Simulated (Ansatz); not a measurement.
Worked example: the enthalpy of formation of NH3 (ammonia)

NH3 has 4 atoms, charge 0, and is taken as a singlet. SMILES: `N`. The shape is that of a PBE0-D4/def2-TZVP optimisation.

Total energies at CAM-B3LYP/6-31G (Ansatz 0.2.0); the atoms run unrestricted:

| species | state | energy (Eh) |
| --- | --- | --- |
| NH3 | singlet | -56.497107 |
| N | quartet | -54.561306 |
| H | doublet | -0.496827 |

Harmonic wavenumbers at PBE0-D4/def2-TZVP, in cm⁻¹: 1031, 1670, 1670, 3502, 3631, 3631.

Measured heats of formation of the gaseous atoms at 298.15 K, in kJ/mol: N 472.4, H 218.0. Take 1 Eh = 2625.50 kJ/mol, 1 cm⁻¹ = 0.0119627 kJ/mol, RT = 2.479 kJ/mol.

What heat of formation follows?


1. Electronic atomisation energy: (-54.561306) + 3 × (-0.496827) − (-56.497107) = 0.445320 Eh = 1169.2 kJ/mol.
2. Zero-point energy: half the sum of the wavenumbers, 7567.5 cm⁻¹ = 90.5 kJ/mol.
3. Thermal vibrational enthalpy, Σ hcν̃/(exp(hcν̃/kT) − 1): 0.1 kJ/mol. Translation, rotation and pV of a non-linear molecule: 4 RT = 9.9 kJ/mol.
4. The 4 free atoms carry 5/2 RT each: 24.8 kJ/mol.
5. Atomisation enthalpy at 298 K: 1169.2 − 90.5 − 0.1 − 9.9 + 24.8 = 1093.5 kJ/mol.
6. Sum of the atoms' heats of formation: 1126.4 kJ/mol. Heat of formation: 1126.4 − 1093.5 = +32.9 kJ/mol.

The tabulated value is -45.6 kJ/mol (Active Thermochemical Tables), so this level is off by +78.5 kJ/mol, or 6.7 % of the atomisation enthalpy. A basis without polarisation functions underbinds badly. Anharmonicity and any spin-orbit splitting of the molecule are left out.
